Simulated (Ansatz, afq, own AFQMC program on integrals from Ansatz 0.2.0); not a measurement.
**AFQMC, coupled cluster and functionals along a coordinate of CH4 + O, triplet**

```csv
atom,x (Å),y (Å),z (Å)
C,-1.1649,0.0000,0.0000
H,-1.5281,1.0273,0.0000
H,-1.5281,-0.5137,0.8897
H,-1.5281,-0.5137,-0.8897
H,-0.0753,0.0000,0.0000
O,1.1681,0.0000,0.0000
```

A hydrogen atom is moved from one rigid fragment to the other; the C1–H5 distance tells how far. The two fragments are held close together, so this isn't a minimum-energy path and the start is a compressed complex. Energies in kcal/mol count from this geometry (1.090 Å) at the same level; the start stands on UHF, each point on the determinant named.

Basis cc-pVTZ. Noble-gas cores (and the filled d shells of Ga–Kr and In–Xe) are frozen. Integrals, coupled cluster, full CI and functionals: Ansatz 0.2.0; the random walks run on the same integrals in our own AFQMC program. The CISD trial takes its coefficients from CCSD amplitudes. Released means that phaseless walkers are propagated on without the constraint, phases kept. Uncertainties: one standard error, sampling alone.

Cautions, each for one point or more: lower spins were not checked.

| r(C1–H5) / Å | det. | T1 | weight | ⟨S²⟩ | HF | PBE0 | CCSD(T) |
| --- | --- | --- | --- | --- | --- | --- | --- |
| 1.162 | UHF | 0.016 | 0.88 | 2.03 | 3.8 | -0.3 | 0.5 |
| 1.198 | UHF | 0.014 | 0.88 | 2.04 | 5.4 | 0.0 | 1.0 |
| 1.234 | UHF | 0.013 | 0.88 | 2.04 | 6.5 | 0.4 | 1.5 |
| 1.271 | UHF | 0.013 | 0.88 | 2.04 | 6.9 | 1.1 | 2.0 |
| 1.343 | UHF | 0.013 | 0.89 | 2.03 | 7.0 | 3.4 | 3.6 |

**Question.** Estimate the curve of phaseless AFQMC with a CISD trial, counted from the same start.

**Answer.** 
```
r(C1–H5) / Å  det.     T1  weight  ⟨S²⟩  ph-AFQMC/CISD
       1.162   UHF  0.016    0.88  2.03      0.3 ± 0.2
       1.198   UHF  0.014    0.88  2.04      0.9 ± 0.2
       1.234   UHF  0.013    0.88  2.04      1.3 ± 0.2
       1.271   UHF  0.013    0.88  2.04      1.7 ± 0.2
       1.343   UHF  0.013    0.89  2.03      3.1 ± 0.2
```

Weight is that of the determinant in the CISD state; at the start T1 is 0.017 and the weight 0.88, and ⟨S²⟩ is 2.02. Largest departures from phaseless AFQMC with a CISD trial: CCSD(T) 0.4 kcal/mol at 1.343 (on UHF), HF 5.2 kcal/mol at 1.271 (on UHF), PBE0 -0.9 kcal/mol at 1.198. The walk's constraint bias lies outside its error bars, so these are departures and not errors. Functionals count only at points shown to share the start's state and spin.

A walk keeps the symmetry of its determinant, which the program's search chose and which needn't be the lowest solution, so a lower state of the same spin and another symmetry isn't excluded.
